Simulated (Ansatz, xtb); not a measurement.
# A geometry optimisation of C4H5+ with r2SCAN-D4/def2-SVP

The starting geometry of this gas-phase singlet was built from a drawn formula by distance geometry and a force field; its bonds are those of `[CH2+]C1=CC1`.

```yaml
atoms:
  - { symbol: C, position_ang: [-3.1158, -0.2092, 0.5921] }
  - { symbol: C, position_ang: [-2.2179, 0.7748, 0.3863] }
  - { symbol: C, position_ang: [-1.8277, 1.9523, 0.0340] }
  - { symbol: C, position_ang: [-0.8549, 1.1291, 0.7004] }
  - { symbol: H, position_ang: [-4.1213, -0.0875, 0.2541] }
  - { symbol: H, position_ang: [-2.8928, -1.1727, 1.0129] }
  - { symbol: H, position_ang: [-2.0024, 2.8911, -0.4693] }
  - { symbol: H, position_ang: [-0.1172, 0.6109, 0.0840] }
  - { symbol: H, position_ang: [-0.5748, 1.3419, 1.6918] }
```

Task: Predict what becomes of its bonds when it is optimised with r2SCAN-D4/def2-SVP.

Result: A bond breaks, leaving `C=C=C[CH2+]`. Contacts that open: C2–C4 (1.44 → 2.37 Å).

The energy falls by 1.53 eV over 24 steps:

| step | E − E(last) (eV) |
| --- | --- |
| 1 | 1.529 |
| 4 | 1.081 |
| 6 | 1.047 |
| 9 | 1.000 |
| 11 | 0.910 |
| 14 | 0.447 |
| 16 | 0.232 |
| 19 | 0.058 |
| 21 | 0.004 |
| 24 | 0.000 |

Final geometry (Å):

```xyz
9

C    -3.5478   -0.2177    0.5936
C    -2.5892    0.5815    0.2986
C    -1.5699    1.4439   -0.0314
C    -0.4404    1.4827    0.7517
H    -4.3703    0.0965    1.2584
H    -3.5798   -1.2437    0.1893
H    -1.6762    2.0862   -0.9164
H     0.3860    2.1609    0.5084
H    -0.3371    0.8404    1.6339
```

From the same start GFN2-xTB reaches the same bonding as this run.

No frequencies were run, so the end isn't proven a minimum. Run with Ansatz 0.2.0, 35 s on 2 threads of Intel(R) Xeon(R) Processor @ 2.70GHz, with other jobs on the host.
